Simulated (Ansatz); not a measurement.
Start from `FC1(F)CC1` and change one atom or group to get `FCC1(F)CC1`.

Ansatz, PBE0-D4/def2-TZVP geometries, multiplicity 1. Each molecule was computed in one conformer, which needn't be the lowest.

```csv
property,`FC1(F)CC1`
HOMO energy (PBE/def2-TZVPP) / eV,-6.78
LUMO energy (ωB97M-V/def2-TZVPP) / eV,3.08
LUMO energy (B3LYP/def2-TZVPP) / eV,1.27
HOMO energy (PBE0/def2-TZVPP) / eV,-8.34
size of the dipole moment (B3LYP/def2-TZVPP) / D,2.21
LUMO energy (PBE/def2-TZVPP) / eV,0.68
```

Question: Give the same properties after the change, and the shifts. (Estimate.)

Answer: The calculation gave: 
| property | `FCC1(F)CC1` | shift |
| --- | --- | --- |
| HOMO energy (PBE/def2-TZVPP) / eV | -6.73 | 0.05 |
| LUMO energy (ωB97M-V/def2-TZVPP) / eV | 3.11 | 0.03 |
| LUMO energy (B3LYP/def2-TZVPP) / eV | 1.14 | -0.13 |
| HOMO energy (PBE0/def2-TZVPP) / eV | -8.17 | 0.17 |
| size of the dipole moment (B3LYP/def2-TZVPP) / D | 0.29 | -1.92 |
| LUMO energy (PBE/def2-TZVPP) / eV | 0.37 | -0.31 |

With PBE0 the HOMO rises by 0.17 eV and the LUMO falls by 0.20 eV, so the gap narrows by about 0.37 eV. PBE moves the HOMO by 0.05 eV and ωB97M-V by 0.20 eV. Dipoles are sizes alone; their direction can turn.

B3LYP here is the variant with VWN-RPA as its local correlation; programs differ in this.
